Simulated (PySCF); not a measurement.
## Relaxation of singlet ClF₄⁺

Level of theory: PySCF, PBE, basis Cl def2-SVP, F def2-SVP (no relativity, density fitting). A (50,194) grid was used.

A hand-made see-saw start, of C2v symmetry, held to at least that symmetry:

```xyz
5
charge 1 multiplicity 1, angstrom
Cl    0.0000    0.0000   -0.3844
F     0.0000    1.5913   -0.2452
F     0.0000   -1.5913   -0.2452
F     1.2588    0.0000    0.5991
F    -1.2588    0.0000    0.5991
```

Problem. What forces act on the atoms at the start (eV/Å)?

Solution. 
```
atom     Fx     Fy     Fz
 Cl1   0.00   0.00   0.04
  F2   0.00   1.90  -0.39
  F3   0.00  -1.90  -0.39
  F4   1.00   0.00   0.37
  F5  -1.00   0.00   0.37
```

Problem. What does it relax to?

Solution. It ends at C2v with Cl–F 1.626 Å (×2), Cl–F 1.666 Å (×2); F–Cl–F 88.6° (×4), F–Cl–F 106.9°, F–Cl–F 175.3° (after a last refinement on a finer grid). A frequency run shows a minimum.

Problem. How much energy is released, and in how many steps?

Solution. 19.1 kJ/mol in 4 steps.

The relaxation took of the order of 27 core-seconds on a shared host.
